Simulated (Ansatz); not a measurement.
Relaxed structures of CH₅OSi (charge -1), singlet (PBE0-D4/def2-TZVPD; forces vanish, vibrations not checked; lower isomers may exist, and structures with a doubtful reference or unclear bonds are left out; Å). Program: Ansatz 0.2.0. Basis: def2-TZVPPD. Cores are frozen in the correlated methods.

Rank them by CCSD(T) energy, lowest first, and give each one's height above the lowest. Links in brackets join atoms within 1.22 times the sum of their covalent radii (1.1 for two metals). (Judge from chemistry; the value comes from the calculation.)
A.
CH₅OSi ([CH3][O][SiH2]), total charge -1
```
8
angstrom
C -0.6791 0.7323 -0.6920
Si 0.8245 -1.2795 0.3254
O 0.3478 -0.1654 -0.9270
H -0.8453 1.3606 -1.5831
H -1.6278 0.2209 -0.4529
H -0.4575 1.3989 0.1595
H 0.8805 -0.2653 1.5126
H -0.6010 -1.7603 0.7474
```
B.
CH₅OSi ([CH3][SiH2][O]), total charge -1
```
8
angstrom
C -0.5333 0.7122 -0.4044
Si 0.5903 -0.6474 0.3293
O 2.0680 -0.6790 -0.1805
H -0.6020 0.6085 -1.4928
H -1.5466 0.6554 0.0128
H -0.1262 1.7059 -0.1875
H 0.3926 -0.4430 1.8369
H -0.2428 -1.9126 0.0861
```
C.
CH₅OSi ([CH3][SiH][OH]), total charge -1
```
8
angstrom
C -0.4478 0.6663 -0.3651
Si 0.5681 -0.7190 0.5445
O 1.9199 -0.8498 -0.5681
H -0.4838 0.5027 -1.4510
H -1.4788 0.6759 0.0130
H -0.0202 1.6591 -0.1845
H 2.7132 -0.8533 -0.0349
H -0.3068 -1.8824 0.0015
```
D.
CH₅OSi ([CH2][SiH2][OH]), total charge -1
```
8
angstrom
C -0.7003 0.5018 -0.4202
Si 0.2937 -0.6942 0.3993
O 1.9876 -0.4987 0.2619
H -0.9030 0.4907 -1.4894
H -1.2425 1.2608 0.1391
H 2.0948 0.4064 -0.0507
H 0.0181 -0.7132 1.8869
H 0.1938 -2.1390 -0.0450
```

By the calculation: B (0.00 kcal/mol), C (23.49 kcal/mol), D (25.78 kcal/mol), A (40.60 kcal/mol). Heights count from the lowest.

T1 diagnostic: at most 0.016.

For scale, one of the runs: CCSD(T)/def2-TZVPPD, 210 basis functions, launched by `ansatz run in.yaml --threads 2 --pin off --events-out ev --progress --plain --max-ram 4352MiB`. The run took 63 s on 2 CPU threads of an Arm Neoverse V2 (shared host), with 2.8 GiB of host memory at its peak.
